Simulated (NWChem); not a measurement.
# One shape, several levels: C4H10O (SMILES CC(C)CO)

We compute a comparison of 3 runs (BLYP/cc-pVDZ, PBE/cc-pVDZ, SVWN5/cc-pVDZ) of C4H10O. 

Program for the calculation: NWChem 7.3.0.

### 1 The molecule

C4H10O has 15 atoms, charge 0, and is taken as a singlet. SMILES: `CC(C)CO`. Geometry: relaxed at PBE0-D4/def2-TZVP. This is one conformer, not always the lowest.

Bond lengths: C1–C2 1.521 Å, C2–C3 1.521 Å, C2–C4 1.522 Å, C4–O5 1.411 Å, C1–H6 1.093 Å, C1–H7 1.093 Å, C1–H8 1.096 Å, C2–H9 1.097 Å, C3–H10 1.093 Å, C3–H11 1.095 Å, C3–H12 1.092 Å, C4–H13 1.093 Å, C4–H14 1.102 Å, O5–H15 0.960 Å. Some angles: C1–C2–C3 111.1°, C1–C2–C4 111.5°, C3–C2–C4 109.7°, C2–C4–O5 114.1°, C1–C2–H9 108.4°, C3–C2–H9 108.8°, C4–C2–H9 107.1°, C2–C1–H6 112.0°, C2–C1–H7 111.1°, C2–C1–H8 110.8°.

### 2 Energy and gradient at BLYP/cc-pVDZ (run 1)

File a.xyz:

```xyz
15

C     -0.894400    -0.093100     1.101200
C      0.344700     0.123400     0.245900
C      1.128800    -1.169000     0.078800
C     -0.012300     0.687300    -1.122400
O     -0.647600     1.946300    -1.078300
H     -1.432100     0.840900     1.285900
H     -0.631200    -0.507000     2.077500
H     -1.582400    -0.796400     0.619200
H      0.983900     0.863600     0.742600
H      2.031500    -1.015500    -0.518300
H      0.523400    -1.931600    -0.421700
H      1.433000    -1.573600     1.046800
H      0.899800     0.836400    -1.706300
H     -0.629200    -0.045900    -1.666100
H     -1.515900     1.834100    -0.684800
```

File a.nw:

```
start a
memory total 2200 mb

geometry units angstroms noautosym nocenter noautoz
  load a.xyz
end

basis spherical bse
  * library cc-pVDZ
end

dft
  xc becke88 lyp
  grid fine
  convergence energy 1e-08
  iterations 100
  mulliken
  print low
end

task dft gradient
```

Command:

```console
$ nwchem a.nw > a.out
```

Log:

```text
[...]
 d= 0,ls=0.0,diis     1   -233.4628763663 -4.27D+02  1.16D-02  6.95D-01     6.6
[...]
 d= 0,ls=0.0,diis    10   -233.5382016591 -3.77D-09  2.26D-07  9.78D-10    55.7
         Total DFT energy =     -233.538201659131
      One electron energy =     -699.404798430866
           Coulomb energy =      306.007354419092
    Exchange-Corr. energy =      -33.976640268427
 Nuclear repulsion energy =      193.835882621070
[...]
                         DFT ENERGY GRADIENTS
    atom               coordinates                        gradient
                 x          y          z           x          y          z
   1 C      -1.690171  -0.175933   2.080966    0.000091  -0.000163  -0.001413
   2 C       0.651389   0.233192   0.464684   -0.001025   0.001672  -0.000150
   3 C       2.133123  -2.209090   0.148910   -0.000981   0.000432  -0.001059
   4 C      -0.023244   1.298809  -2.121028    0.001377   0.001454   0.000318
   5 O      -1.223787   3.677974  -2.037692   -0.008879  -0.019844   0.007373
   6 H      -2.706277   1.589071   2.429999    0.005645  -0.009116  -0.001441
   7 H      -1.192795  -0.958091   3.925906   -0.001900   0.004060  -0.009988
   8 H      -2.990302  -1.504978   1.170118    0.007288   0.006933   0.004163
   9 H       1.859301   1.631967   1.403311   -0.006024  -0.007374  -0.004771
  10 H       3.838978  -1.919017  -0.979445   -0.009157  -0.000878   0.005865
  11 H       0.989083  -3.650195  -0.796897    0.005415   0.008021   0.004960
[...]
```

Wall time 67 s (1 thread of AMD EPYC 7B13 (Zen 3), shared host); peak memory 0.12 GiB.

### 3 Energy and gradient at PBE/cc-pVDZ (run 2)

File c4h10o.nw:

```
START c4h10o
memory stack 880 mb heap 220 mb global 1100 mb

GEOMETRY units angstrom noautosym nocenter noautoz
   C    -0.894400   -0.093100    1.101200
   C     0.344700    0.123400    0.245900
   C     1.128800   -1.169000    0.078800
   C    -0.012300    0.687300   -1.122400
   O    -0.647600    1.946300   -1.078300
   H    -1.432100    0.840900    1.285900
   H    -0.631200   -0.507000    2.077500
   H    -1.582400   -0.796400    0.619200
   H     0.983900    0.863600    0.742600
   H     2.031500   -1.015500   -0.518300
   H     0.523400   -1.931600   -0.421700
   H     1.433000   -1.573600    1.046800
   H     0.899800    0.836400   -1.706300
   H    -0.629200   -0.045900   -1.666100
   H    -1.515900    1.834100   -0.684800
END

BASIS "ao basis" spherical bse
   * library cc-pVDZ
END

DFT
   xc xpbe96 cpbe96
   grid fine
   convergence energy 1e-08
   maxiter 100
   mulliken
   print medium
END

TASK dft gradient
```

Command:

```console
$ nwchem c4h10o.nw > c4h10o.out
```

Log:

```text
[...]
          Wavefunction type:  closed shell.
          No. of atoms     :    15
          No. of electrons :    42
[...]
          Charge           :     0
          Spin multiplicity:     1
[...]
          AO basis - number of functions:   120
[...]
              XC Information
              --------------
          PerdewBurkeErnzerhof Exchange Functional  1.000
            Perdew 1991 LDA Correlation Functional  1.000 local
           PerdewBurkeErnz. Correlation Functional  1.000 non-local
[...]
 d= 0,ls=0.0,diis     1   -233.2903602940 -4.27D+02  1.09D-02  6.65D-01     6.7
[...]
 d= 0,ls=0.0,diis     8   -233.3576208274  9.57D-09  5.50D-06  5.64D-07    46.6
         Total DFT energy =     -233.357620827409
      One electron energy =     -699.415775280420
           Coulomb energy =      305.995023727368
    Exchange-Corr. energy =      -33.772751895426
 Nuclear repulsion energy =      193.835882621070
[...]
      Total Density - Mulliken Population Analysis
     ---------------------------------------------
    Atom       Charge   Shell Charges
 -----------   ------   -------------------------------------------------------
    1 C    6     6.01   2.02  0.66  0.36  2.13  0.81  0.04
    2 C    6     6.17   2.02  0.65  0.50  2.12  0.79  0.09
    3 C    6     6.00   2.02  0.66  0.35  2.13  0.80  0.04
    4 C    6     5.85   2.02  0.68  0.33  2.07  0.64  0.11
    5 O    8     8.23   2.01  0.84  0.86  2.86  1.65  0.01
    6 H    1     0.99   0.75  0.21  0.03
    7 H    1     0.97   0.74  0.20  0.03
    8 H    1     0.98   0.74  0.21  0.03
    9 H    1     1.00   0.76  0.21  0.03
   10 H    1     0.98   0.75  0.20  0.03
[...]
  wavefunction    = closed shell
[...]
```

Run time: 58 s. Hardware: 1 thread of AMD EPYC 7B13 (Zen 3), shared host; peak memory 0.13 GiB.

### 4 Energy and forces at SVWN5/cc-pVDZ (run 3)

File work.nw:

```
start work
title "C4H10O"
memory stack 880 mb heap 220 mb global 1100 mb
charge 0

geometry units au noautosym nocenter noautoz
C   -1.69017105  -0.17593350   2.08096641
C    0.65138860   0.23319220   0.46468365
C    2.13312285  -2.20908984   0.14891042
C   -0.02324363   1.29880877  -2.12102860
O   -1.22378664   3.67797396  -2.03769168
H   -2.70627678   1.58907070   2.42999882
H   -1.19279513  -0.95809115   3.92590602
H   -2.99030262  -1.50497789   1.17011842
H    1.85930153   1.63196748   1.40331062
H    3.83897862  -1.91901688  -0.97944505
H    0.98908265  -3.65019498  -0.79689751
H    2.70797754  -2.97367303   1.97816531
H    1.70037557   1.58056693  -3.22443969
H   -1.18901568  -0.08673843  -3.14847270
H   -2.86463583   3.46594669  -1.29408445
end

basis "ao basis" spherical bse
* library cc-pVDZ
end

dft
xc slater vwn_5
grid fine
convergence energy 1e-08
maxiter 100
mulliken
end

task dft gradient
```

Command:

```console
$ nwchem work.nw > work.out
```

Log:

```text
[...]
          Wavefunction type:  closed shell.
          No. of atoms     :    15
          No. of electrons :    42
[...]
          Charge           :     0
          Spin multiplicity:     1
[...]
          AO basis - number of functions:   120
[...]
              XC Information
              --------------
                        Slater Exchange Functional  1.000 local
                      VWN V Correlation Functional  1.000 local
[...]
 d= 0,ls=0.0,diis     1   -231.5434052525 -4.25D+02  1.16D-02  9.15D-01     5.2
[...]
 d= 0,ls=0.0,diis    10   -231.6126278823 -6.51D-09  2.98D-07  1.83D-09    40.0
         Total DFT energy =     -231.612627882275
      One electron energy =     -699.377165182741
           Coulomb energy =      305.894472330172
    Exchange-Corr. energy =      -31.965803630359
 Nuclear repulsion energy =      193.835868600652
[...]
      Total Density - Mulliken Population Analysis
     ---------------------------------------------
    Atom       Charge   Shell Charges
 -----------   ------   -------------------------------------------------------
    1 C    6     6.12   2.02  0.65  0.37  2.16  0.88  0.04
    2 C    6     6.19   2.02  0.64  0.47  2.14  0.83  0.08
    3 C    6     6.11   2.02  0.65  0.37  2.16  0.87  0.04
    4 C    6     5.94   2.02  0.66  0.35  2.10  0.71  0.11
    5 O    8     8.23   2.01  0.82  0.86  2.87  1.66  0.01
    6 H    1     0.96   0.71  0.22  0.03
    7 H    1     0.94   0.71  0.20  0.03
    8 H    1     0.95   0.71  0.21  0.03
    9 H    1     0.96   0.73  0.21  0.02
   10 H    1     0.94   0.71  0.21  0.03
[...]
  wavefunction    = closed shell
[...]
```

Run time: 50 s. Hardware: 1 thread of AMD EPYC 7B13 (Zen 3), shared host; peak memory 0.13 GiB.

### 5 All runs side by side

| run | level | energy (Eh) | largest force (eV/Å) | wall time |
| --- | --- | --- | --- | --- |
| 1 | BLYP/cc-pVDZ | -233.538202 | 1.180 | 67 s |
| 2 | PBE/cc-pVDZ | -233.357621 | 0.996 | 58 s |
| 3 | SVWN5/cc-pVDZ | -231.612628 | 1.080 | 50 s |

### 6 Outcome

```
                       quantity          value
            run 3: total energy  -231.61263 Eh
           run 3: dipole moment         1.44 D
             run 3: HOMO energy       -5.82 eV
             run 3: LUMO energy        0.56 eV
           run 3: HOMO–LUMO gap        6.38 eV
run 3: largest force on an atom     1.080 eV/Å
```

In words: Totals of different functionals can't be ranked against each other. All runs together took 2.9 min, the longest 67 s.
